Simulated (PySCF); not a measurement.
Reaction (SMILES): FCF → F[CH-]F + H+
B3LYP-D3(BJ)/def2-TZVP geometries, fixed; electronic energies without zero-point terms.

Effect of the atomic grid (radial, angular points) at wB97M-V/def2-SVP with PySCF, against the last row, where the deprotonation energy is 419.70 kcal/mol.

```json
[
 {"setting": "atom_grid: 30, 110, unpruned", "grid points, largest species": "16504", "largest shift of a total energy (mEh)": "-0.210", "shift of the deprotonation energy (kcal/mol)": "0.010"},
 {"setting": "atom_grid: 50, 194, unpruned", "grid points, largest species": "48504", "largest shift of a total energy (mEh)": "0.039", "shift of the deprotonation energy (kcal/mol)": "-0.022"},
 {"setting": "atom_grid: 75, 302, unpruned", "grid points, largest species": "113256", "largest shift of a total energy (mEh)": "-0.023", "shift of the deprotonation energy (kcal/mol)": "0.019"},
 {"setting": "atom_grid: 99, 590, unpruned", "grid points, largest species": "292056", "largest shift of a total energy (mEh)": "0.000", "shift of the deprotonation energy (kcal/mol)": "0.000"},
 {"setting": "atom_grid: 150, 974, unpruned", "grid points, largest species": "730504", "largest shift of a total energy (mEh)": "0.000", "shift of the deprotonation energy (kcal/mol)": "0.000"}
]
```

Within 0.02 kcal/mol in the deprotonation energy: atom_grid: 30, 110, unpruned; atom_grid: 75, 302, unpruned; atom_grid: 99, 590, unpruned. The largest shift is 0.210 mEh in a total energy and 0.022 kcal/mol in the difference.
